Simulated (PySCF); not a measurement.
**Magnesium: a sound run and one with changed settings**

Sound run: Mg [Ne] 3s2, Mg⁺ [Ne] 3s1. Computed with PySCF 2.14 in x2c-TZVPall (5s4p3d, 32 functions), with the spin-free X2C one-electron Hamiltonian (Gaussian nucleus). In the sound run the correlated levels freeze [Ne]. The sound run starts from symmetry-adapted Hartree-Fock orbitals and uses a fine grid where one is needed.

Changed run: the non-relativistic Hamiltonian (point nucleus). This setting is unsound on purpose.

```json
{"species": "Mg", "method": "UHF", "sound run (hartree)": "-199.91293", "changed run (hartree)": "-199.56976", "converged": "yes"}
{"species": "Mg", "method": "MN15", "sound run (hartree)": "-200.34613", "changed run (hartree)": "-200.00268", "converged": "yes"}
{"species": "Mg", "method": "TPSS", "sound run (hartree)": "-200.39102", "changed run (hartree)": "-200.04785", "converged": "yes"}
{"species": "Mg", "method": "MP2", "sound run (hartree)": "-199.93462", "changed run (hartree)": "-199.59145", "converged": "yes"}
{"species": "Mg", "method": "CCSD(T)", "sound run (hartree)": "-199.94559", "changed run (hartree)": "-199.60244", "converged": "yes"}
{"species": "Mg⁺", "method": "UHF", "sound run (hartree)": "-199.66962", "changed run (hartree)": "-199.32687", "converged": "yes"}
{"species": "Mg⁺", "method": "MN15", "sound run (hartree)": "-200.06632", "changed run (hartree)": "-199.72334", "converged": "yes"}
{"species": "Mg⁺", "method": "TPSS", "sound run (hartree)": "-200.11286", "changed run (hartree)": "-199.77019", "converged": "yes"}
```

Ionisation energy of Mg:

| method | sound run (eV) | changed run (eV) |
| --- | --- | --- |
| UHF | 6.621 | 6.609 |
| MN15 | 7.614 | 7.601 |
| TPSS | 7.569 | 7.556 |
| MP2 | 7.211 | 7.199 |
| SCS-MP2 | 7.329 | 7.317 |
| CCSD | 7.510 | 7.499 |
| CCSD(T) | 7.510 | 7.499 |
| CCSDT | 7.510 | 7.499 |
| FCI | 7.510 | 7.499 |

Most of the change in total energy is the relativistic energy itself. On top of that the contraction fixes the core shape for the Hamiltonian it was made with, so the changed run is not a good calculation with the other Hamiltonian either.

For comparison, NIST gives 7.646 eV between the lowest levels.
